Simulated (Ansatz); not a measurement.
**Se2⁻, quartet in aug-cc-pVDZ: errors against UCCSDT(Q)**

Geometry: that of the Se2⁻, doublet, kept fixed. The doublet lies 1.9 eV lower here.

```
atom   x (Å)   y (Å)   z (Å)
  Se  0.0000  0.0000  0.0000
  Se  0.0000  0.0000  2.2736
```

Basis aug-cc-pVDZ; Ansatz 0.2.0. Only valence electrons are correlated (noble-gas cores and the filled d shells of p-block atoms frozen), which leaves 13 electrons in 44 orbitals. R marks a restricted (for open shells ROHF) determinant, U an unrestricted one. Active spaces: valence = (13e, 8o) chosen from the atoms' valence shells. No spin–orbit coupling is included, and no scalar relativity. This anion state lies near or above the neutral species, so the extra electron is weakly bound or unbound and the energies hang on the diffuse functions.

Full CI isn't at hand for all of this; UCCSDT(Q) serves as the reference, and is uncertain by about the last step of the cluster series. The frozen core follows each run's orbitals, which can shift R against U totals by a few meV for light atoms and by up to 0.1 eV past Ca.

- UHF ⟨S²⟩: 3.795
- ⟨S²⟩ of the determinant under UCCSD: 3.809
- T1 diagnostic (RCCSD): 0.0216
- largest doubles amplitude (RCCSD): 0.093
- T1 diagnostic (UCCSD): 0.0215

```
   level  E − E(RHF) (eV)
    UMP2          -6.7985
   UCCSD          -7.2455
UCCSD(T)          -7.5920
```

Problem. Estimate how far UCCSDT(Q) in aug-cc-pVDZ lies from UCCSD(T). The table doesn't fix it; the size of (T) and the diagnostics are the guide.

Solution. UCCSDT(Q) in aug-cc-pVDZ lies 64 meV below UCCSD(T), which is 18 % of the (T) step (-346 meV). The diagnostics are small and the rest is a small part of (T), but (T) is large here. The miss exceeds 1 kcal/mol.

The other levels:

```json
{"level": "UCCSDT", "E − E(UCCSDT(Q)) (meV)": "41", "share of correlation (%)": "99.46", "wall time": "–"}
```

The correlation energy at UCCSDT(Q), counted from RHF, is -7.656 eV. That run took 94 s on 1 thread of INTEL XEON PLATINUM 8581C, shared host.

Run but not shown, since their state or frozen core can't be matched to the reference's or they repeat it: RHF, UHF, RMP2, CISD, RCCSD, RCCSD(T), BCCD(T), RCCSDT, RCCSDT(Q), CASSCF (valence space), NEVPT2 (valence space), MRCISD (valence space), MRCISD+Q (valence space).

Times hold each run's SCF and search for its determinant on a shared host, so for small cases they say little of a method's own cost; they ran on 1 thread of INTEL XEON PLATINUM 8581C.

Natural occupations of CASSCF (valence space) about the gap: 1.937 1.937 1.063 1.063 1.015; effectively unpaired electrons, Σ n²(2−n)², 3.01.
